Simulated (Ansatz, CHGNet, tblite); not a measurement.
# Chalcopyrite CuGaSe2: properties by level of theory

Reference values: lattice constant a 5.619 Å (measured, 293 K, no zero-point or thermal correction, sources range from 5.596 to 5.619; as tabulated in Souilah et al., J. Solid State Chem. 183, 2274 (2010), by the Crystallography …); lattice parameter c 11.026 Å (measured, 293 K, no zero-point or thermal correction; as tabulated in Souilah et al., J. Solid State Chem. 183, 2274 (2010), by the Crystallography …).

```json
[
 {"level (code)": "GFN2-xTB (tblite)", "equilibrium lattice constant a (Å)": "5.898", "lattice parameter c (Å)": "11.389"},
 {"level (code)": "CHGNet 0.3.0 (CHGNet)", "equilibrium lattice constant a (Å)": "5.685", "lattice parameter c (Å)": "11.164"},
 {"level (code)": "PBE-D4 (Ansatz)", "equilibrium lattice constant a (Å)": "5.587", "lattice parameter c (Å)": "11.091"},
 {"level (code)": "r²SCAN (Ansatz)", "equilibrium lattice constant a (Å)": "5.609", "lattice parameter c (Å)": "11.095"}
]
```

Differences from the reference values (errors of the level alone only where the reference is corrected to a static lattice):

| level | lattice constant a (%) | lattice parameter c (%) |
|---|---|---|
| GFN2-xTB | +4.97 | +3.29 |
| CHGNet 0.3.0 | +1.17 | +1.25 |
| PBE-D4 | -0.57 | +0.59 |
| r²SCAN | -0.18 | +0.63 |

Nearest: lattice constant a, not ranked (reference at room or unstated temperature); lattice parameter c, not ranked (reference at room or unstated temperature).

Machine-learned potentials (CHGNet 0.3.0) are trained on DFT data, which may include these solids.

Caveats: the method was fitted mainly to molecules (GFN2-xTB); the run uses a supercell at the zone centre in place of a k mesh (GFN2-xTB). Ansatz's density-functional and Hartree–Fock values are scalar-relativistic unless marked +SOC, with PAW data made under PBE.

Differences are worked out from the printed values.

Ansatz is an electronic-structure program.
